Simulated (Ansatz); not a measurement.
```yaml
crystal:
  periodic: [false, false, false]
  atoms:
    - {symbol: N, position_ang: [-0.047128, 1.161230, -0.168964]}
    - {symbol: C, position_ang: [0.341509, -0.088129, 0.347681]}
    - {symbol: C, position_ang: [0.093711, -1.258859, -0.187888]}
    - {symbol: S, position_ang: [-0.157271, -2.643758, -0.855844]}
    - {symbol: H, position_ang: [-0.682005, 1.077634, -0.950186]}
    - {symbol: H, position_ang: [-0.461977, 1.752550, 0.539046]}
    - {symbol: H, position_ang: [0.974460, -0.068466, 1.230355]}
basis:
  gaussian: {orbitals: def2-TZVP}
total_charge: -3
magnetization: {spin_polarized: true, initial_magnetization: 1}
hamiltonian: {xc: {name: HF}}
correlation: {method: mp2}
output: {forces: true}
```

```sh
$ ansatz run in.yaml --threads 2 --pin off --events-out ev --progress --plain --max-ram 4352MiB
```

Output, abridged:

```
Functional definition: HF
966 factors; integrals over basis functions are off by at most 1.0e-3 eV
mean field evaluation 1: about -14372.4870 eV, gradient 4.6e1 eV
mean field evaluation 2: about -14372.4731 eV, gradient 4.6e1 eV
mean field evaluation 4: about -14385.3510 eV, gradient 8.0e0 eV
mean field evaluation 8: about -14386.2540 eV, gradient 8.8e-1 eV
mean field evaluation 16: about -14387.6895 eV, gradient 3.6e-1 eV
mean field evaluation 32: about -14387.4304 eV, gradient 8.3e-1 eV
mean field evaluation 64: about -14387.4655 eV, gradient 3.6e-2 eV
mean field evaluation 96: about -14387.5883 eV, gradient 9.8e-1 eV
mean field evaluation 192: about -14386.2677 eV, gradient 5.2e-3 eV
a density is far from that of the atoms, so the factors are made again for it
1041 factors; integrals over basis functions are off by at most 1.0e-3 eV
mean field evaluation 256: about -14387.6234 eV, gradient 1.3e-1 eV
mean field evaluation 288: about -14387.5135 eV, gradient 5.2e-5 eV
mean field -14387.69089062 eV, -528.7378879032 hartree, gradient 2.6e-6 eV, S^2 1.830525; 13 other end points of the search recorded, 0 dependent functions left out
8 core orbitals not correlated: weight in the atoms' cores, before any rotation towards them, 1.000 or more for the frozen orbitals, at most 0.000 for the correlated occupied ones
reference -14387.69089062 eV, -528.7378879032 hartree; 13, 12 occupied and 127, 128 virtual orbitals, 1041 factors
second order -18.96336760 eV of doubles, -0.00000000 eV of singles
Total energy: -14406.65425822 eV, -529.4347788086 hartree
Atom 0 at    -0.047128     1.161230    -0.168964 Å, force     1.696297    -0.144771    -0.043090 eV/Å
Atom 1 at     0.341509    -0.088129     0.347681 Å, force    -1.315249    -3.108796    -2.498816 eV/Å
Atom 2 at     0.093711    -1.258859    -0.187888 Å, force     0.867180     5.912302     2.320900 eV/Å
Atom 3 at    -0.157271    -2.643758    -0.855844 Å, force    -0.707174    -5.024270    -2.113606 eV/Å
Atom 4 at    -0.682005     1.077634    -0.950186 Å, force    -1.387187     0.653417    -0.997480 eV/Å
Atom 5 at    -0.461977     1.752550     0.539046 Å, force    -0.616729     0.921979     0.794998 eV/Å
Atom 6 at     0.974460    -0.068466     1.230355 Å, force     1.462863     0.790139     2.537094 eV/Å
Dipole moment:    -0.206274    -2.003821    -0.989013 e Å
```

Task: Something in this input is off. What?

Result: The charge is far from anything that the molecule holds. The run converged. The result belongs to that input, not to the molecule as meant.
